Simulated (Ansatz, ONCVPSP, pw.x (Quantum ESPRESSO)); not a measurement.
Ru (Z = 44): one change to the ONCV potential, in the atom and in the bcc crystal

Ru (Z = 44), optimised norm-conserving Vanderbilt (ONCV), made with ONCVPSP 4.0.1.1 (patched build) (PBEsol, scalar-relativistic). Core [Ar] 3d10, reference 4s2 4p6 4d7 5s1. Waves: 4s+5s: rc 1.55 bohr, ncon 4, nbas 8, qcut 6.1 1/bohr, 2 projectors; 4p: rc 1.60 bohr, ncon 4, nbas 8, qcut 7.1 1/bohr, 2 projectors, debl 2.9 Ha; 4d: rc 1.55 bohr, ncon 5, nbas 10, qcut 9.7 1/bohr, local. Local part: the d channel. Core correction: none.

Change: d: nproj 1; local potential polynomial inside 1.35 bohr (lpopt 2, dvloc0 6 Ha).

Cutoffs, loose and tight: the cutoffs (Ha) at which the residual kinetic energy of the hardest occupied pseudo-wave falls to 1 and 0.1 mHa per electron. They do not see the model core or the augmentation charge, which bear on the density cutoff. Test errors are all-electron minus pseudo excitation energies from the reference, over the configurations 4s2 4p6 4d7 5s0; 4s2 4p6 4d6 5s0; 4s2 4p6 4d5 5s0; 4s2 4p6 4d4 5s0; variants that change the core or the reference have their own tests.

Crystal test: bcc Ru in pw.x 7.5, no spin, 15³ k-points, Fermi–Dirac smearing 0.01 Ry, cutoffs set for each file from its atomic test. The reference is all-electron LAPW (Ansatz 0.2.0) with the same functional, mesh and smearing; V0 and B0 come from Birch–Murnaghan fits to the pressures at five volumes. Errors are pseudo minus all-electron; Δ is the rms difference of the E(V) curves that follow from these fits, minima aligned, over ±6 % about the mean V0. Mesh and smearing are coarse, so the numbers serve the comparison and aren't converged zero-temperature values; the lattice is a test structure that the element need not adopt.

All-electron: a0 = 3.021 Å (V0 = 13.79 Å³/atom), B0 = 307.4 GPa.

Question: Does the change bring the crystal closer to the all-electron result?

Answer: The mean pressure error goes from +0.82 to +2.48 GPa, so the change moves the solid further from the all-electron pressures.

| quantity | base | changed |
| --- | --- | --- |
| outcome (atom) | generated | generated |
| cutoff, loose (atom) | 26 Ha | 26 Ha |
| cutoff, tight (atom) | 61 Ha | 61 Ha |
| bound ghosts (atom) | none | none |
| largest test error (meV) (atom) | -1.8 over the solved tests; 1 of 4 tests not solved or not reliable | -11 over the solved tests; 1 of 4 tests not solved or not reliable |
| cutoffs in pw.x (Ry) | 145/580 | 145/580 |
| a0 (Å) | 3.024 | 3.029 |
| a0 error (%) | +0.09 | +0.26 |
| B0 error (%) | +0.0 | -0.1 |
| Δ (meV/atom) | 2.4 | 7.3 |
| mean pressure error (GPa) | +0.82 | +2.48 |

Base: Atomic configuration tests: 1 of 4 tests not solved or not reliable. Changed file: Atomic configuration tests: 1 of 4 tests not solved or not reliable.
